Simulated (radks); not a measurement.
**Si²⁺ in [He] 2s2 2p5.75 3s2 3d0.25: an all-electron calculation**

One table from this session's results is given with a row withheld; the runs are named, their logs left out.

The numbers are computed with radks (a radial shooting solver on a logarithmic mesh, Libxc functionals) version 1 (scalar-relativistic Kohn-Sham, PBE, spin-unpolarised, spherical densities, finite nucleus), except any that are marked as measured or tabulated.

## The atom as given

* element: silicon (Z = 14)
* charge: +2
* electrons: 12
* configuration: [He] 2s2 2p5.75 3s2 3d0.25
* nuclear rms radius: 3.1224 fm

Set-up of the first run:

Input:

```text
Z 14
configuration [He] 2s2 2p5.75 3s2 3d0.25 3p0 4s0 4d0 4f0
relativity scalar-relativistic
functional pbe,pbe
spin unpolarised
nucleus finite rms 3.1224 fm
c 137.035999084
```

Run with:

```bash
$ python run_ks.py task.json out
```

The same process makes all the runs of this session.

One table of the session follows, with a row left open; its other results are not shown here.

It belongs to the step «Orbitals and density». Radial moments (bohr):

```
level     <r>  outermost maximum (interpolated)  90 % within  nodes
   1s  0.1113                            0.0726        0.199      0
   2s       ?                                 ?            ?      ?
   2p  0.5299                             0.385        0.888      0
   3s   1.907                              1.66         2.84      2
   3p   2.167                              1.85         3.28      1
   3d   2.900                              2.34         4.56      0
   4s   4.538                              4.27         6.50      3
```

Q: Estimate the row for 2s from the others.

The run gave: <r>: 0.5632; outermost maximum (interpolated): 0.452; 90 % within: 0.886; nodes: 1. In the column «<r>» it lies between 2p (0.5299) and 3s (1.907).
